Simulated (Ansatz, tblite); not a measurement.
# The cluster Nb₂O₂−: rung by rung

Aim: run the doublet of the cluster Nb₂O₂− at one geometry on many levels, and compare frontier levels, spin and run time.

Computed with Ansatz 0.2.0, Gaussian basis. Level: as each input shows.

The runs, in order: GFN1-xTB, GFN2-xTB, PBE-D4/def2-TZVPD, r2SCAN-D4/def2-TZVPD, PBE-QIDH/def2-TZVPD, BHLYP-D4/def2-TZVPD, revPBE-D4/def2-TZVPD, LC-ωPBE/def2-TZVPD, B2PLYP/def2-TZVPD, PBE+5HF/def2-TZVPD, PBE+10HF/def2-TZVPD, PBE+15HF/def2-TZVPD, PBE+35HF/def2-TZVPD, PBE+50HF/def2-TZVPD, PBE-D4/def2-SVPD, PBE0-D4/def2-SVPD, CCSD(T)/def2-SVPD, MP2/def2-TZVPD, RPA/def2-TZVPD.

2 further runs of the same task are left out: 2 set aside as unsound or not needed. Runs told in other sessions of the task aren't counted.

## Step 1: The relaxed structure

The geometry is that of the doublet, from an earlier relaxation (r2SCAN-D4/def2-TZVPD). At that level it is the lowest of the isomers that a small search found.

4 atoms, charge -1, spin multiplicity 2.

Bond lengths: Nb1–Nb2 2.566 Å, Nb1–O4 1.698 Å, Nb2–O3 1.702 Å. Angles: Nb2–Nb1–O4 99.9°, Nb1–Nb2–O3 102.9°.

Nb takes a core potential in the def2 sets. No spin-orbit coupling is included. The ion is computed in the gas phase, without counter-ions or solvent.

PBE0-D4/def2-TZVPD was run before; its log isn't repeated, and its numbers join the tables.

## Step 2: GFN1-xTB

Tight binding, by tblite at 300 K electronic temperature and without a spin-polarisation term:

```python
tblite.interface.Calculator('GFN1-xTB', numbers, positions, charge=-1, uhf=1).singlepoint()
```

Energy -369.1649 eV; 0.002 s.

## Step 3: GFN2-xTB

Tight binding, by tblite at 300 K electronic temperature and without a spin-polarisation term:

```python
tblite.interface.Calculator('GFN2-xTB', numbers, positions, charge=-1, uhf=1).singlepoint()
```

Energy -327.9118 eV; 0.006 s.

## Step 4: PBE-D4/def2-TZVPD

start.molden holds the orbitals of an earlier run on this state, given as this run's starting guess.

Contents of in.yaml:

```yaml
crystal:
  periodic: [false, false, false]
  atoms:
    - {symbol: Nb, position_ang: [-0.689744, -0.494376, 1.294982]}
    - {symbol: Nb, position_ang: [0.183285, -1.073842, -1.047692]}
    - {symbol: O, position_ang: [0.802223, 0.412054, -1.601053]}
    - {symbol: O, position_ang: [-0.295764, 1.156164, 1.353763]}
basis:
  gaussian: {orbitals: def2-TZVPD, initial_orbitals: start.molden}
total_charge: -1
magnetization: {spin_polarized: true, initial_magnetization: 1}
hamiltonian: {xc: pbe, dispersion: d4}
scf: {omitted_lower_state_checks: [starts]}
output: {orbitals: {seedname: orbitals}}
```

Command:

```sh
> ansatz run in.yaml --threads 4 --pin off --events-out ev --progress --plain --max-ram 3916MiB
```

After this run come: r2SCAN-D4/def2-TZVPD; PBE-QIDH/def2-TZVPD; BHLYP-D4/def2-TZVPD; revPBE-D4/def2-TZVPD; LC-ωPBE/def2-TZVPD; B2PLYP/def2-TZVPD; PBE+5HF/def2-TZVPD; PBE+10HF/def2-TZVPD; PBE+15HF/def2-TZVPD; PBE+35HF/def2-TZVPD; PBE+50HF/def2-TZVPD; PBE-D4/def2-SVPD; PBE0-D4/def2-SVPD; CCSD(T)/def2-SVPD; MP2/def2-TZVPD; RPA/def2-TZVPD.

**Question.** What will the summary of the whole plan be? Wanted: gap in def2-TZVPD, named functionals, smallest and largest; correlation energy, CCSD(T)/def2-SVPD; correlation energy, MP2/def2-TZVPD; ⟨S²⟩ in def2-TZVPD, named functionals, smallest and largest; PBE0 total energy, smallest basis above largest.

As calculated:

```
                                                   quantity                                value
 gap in def2-TZVPD, named functionals, smallest and largest  0.53 eV (PBE-D4), 5.25 eV (LC-ωPBE)
                      correlation energy, CCSD(T)/def2-SVPD                            -28.79 eV
                         correlation energy, MP2/def2-TZVPD                            -32.96 eV
⟨S²⟩ in def2-TZVPD, named functionals, smallest and largest                         0.802, 2.236
            PBE0 total energy, smallest basis above largest      5.55 eV (def2-SVPD, def2-TZVPD)
```

What this shows: Over the named functionals in def2-TZVPD the gap runs from 0.53 eV (PBE-D4) to 5.25 eV (LC-ωPBE); exact exchange widens it. Over the named functionals in def2-TZVPD spin contamination reaches 1.49 (LC-ωPBE), so some levels may describe another state. PBE-D4, revPBE-D4, r2SCAN-D4 put the HOMO above zero; others here keep it below zero, so the sign hangs on the functional's self-interaction and doesn't show that the species is unbound. Notes on CCSD(T)/def2-SVPD: large T1 diagnostic, spin contamination.
